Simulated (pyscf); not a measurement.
PySCF, gas phase, ωB97X-D3(BJ)/def2-SVP geometries. Correlated levels are frozen-core, on RHF or UHF. ΔMP2 is the change of the MP2 total energy from the triple- to the quadruple-zeta basis.

Task: Estimate by transition-state theory (the high-pressure limit) the rate constant of HAs=AsH (SMILES [AsH]=[AsH]) + H₂O (SMILES O) → HO–AsH–AsH₂ (SMILES O[AsH][AsH2]) (singlet surface; H–O broken, As–O, As–H formed) at 900 K, with CCSD(T)/def2-TZVPP + ΔMP2(QZVPP) energies (ideal gas, 1 atm, RRHO with modes under 100 cm⁻¹ raised to 100, one conformer, R ln 2 for rigid chiral ones; no tunnelling).

Result: The electronic barrier is 25.7 kcal/mol and the thermal terms add +28.1, so ΔG‡ = 53.8 kcal/mol. With k_BT/h = 1.88e+13 s⁻¹ and RT = 1.788 kcal/mol, and a volume of 1.23e-19 cm³ per molecule at 1 atm, k = 2.0e-19 cm³ molecule⁻¹ s⁻¹. The product is born with the 33 kcal/mol of the reverse barrier and needs collisions to keep. Wigner's tunnelling factor for 1460i cm⁻¹ would be 1.23. A shift of 1 kcal/mol in the barrier changes k by a factor 1.7. One saddle was located; it need not be the lowest between these sides. The CCSD(T) − MP2 part came from Ansatz, without density fitting, on the same reference. The frozen core leaves the outer d or s,p core shells of the metals and heavy elements correlated in the MP2 and CC values, and def2-TZVPP describes them poorly, which can shift differences by a few kcal/mol. Elements up to Kr have no core potential and no relativistic terms here.
